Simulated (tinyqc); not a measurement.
Orbital energy against energy difference: ionisation energy by orbital energies and by energy differences in the 6-31g basis, for LiH, spin multiplicity 1. Computed by the program tinyqc with PySCF. The cation is unrestricted; errors are against CCSD(T) in this basis, not against experiment.

Geometry (angstrom):
```
atom       x       y       z
Li    0.0000  0.0000  0.0000
H     0.0000  0.0000  1.5750
```

CCSD(T) difference in the same basis = 7.6123 eV

IP-EOM-CCSD = 7.6123 eV

First vertical ionisation energy (eV):
```
method     -e(HOMO)  E(cation) - E  error of -e(HOMO)  error of the difference
HF            8.213        7.10341              0.600                   -0.509
LDA           4.454        8.30747             -3.159                    0.695
PBE           4.451        8.14837             -3.162                    0.536
B3LYP         5.383        8.38562             -2.230                    0.773
PBE0          5.520        8.10493             -2.093                    0.493
CAM-B3LYP     6.921        8.36531             -0.692                    0.753
LC-wPBE       8.233        8.17954              0.621                    0.567
```

What does the comparison show, and why?

Koopmans errs by +0.60 eV and Delta-HF by -0.51 eV: relaxation, 1.11 eV, lowers the value and the missing correlation difference works against it. The PBE level is off by -3.2 eV through the wrong tail of its potential, though its energy difference is off by +0.54 eV; exact exchange deepens the level, and among the orbital energies HF comes closest; among the differences PBE0 does.
